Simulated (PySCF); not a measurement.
H₂O, SMILES O. Geometry: TPSSh-D3(BJ)/def2-TZVPD.

PySCF 2.14.0 with TDDFT-CAM-B3LYP/def2-TZVPD puts the lowest singlet excitations at 7.29, 8.99, 9.44, 9.99, 10.32, 11.16 eV and the lowest triplet (TDA) at 6.83 eV.

What are the lowest singlet roots from EOM-CCSD/aug-cc-pVDZ in PySCF? (Estimate from the structure and the level; the computed values follow.)

7.41, 9.17, 9.81, 11.06, 11.55, 11.73 eV; triplets 7.00, 9.00, 9.32 eV. S1 differs by 0.11 eV (second minus first; roots are paired by order, and the bases may differ).
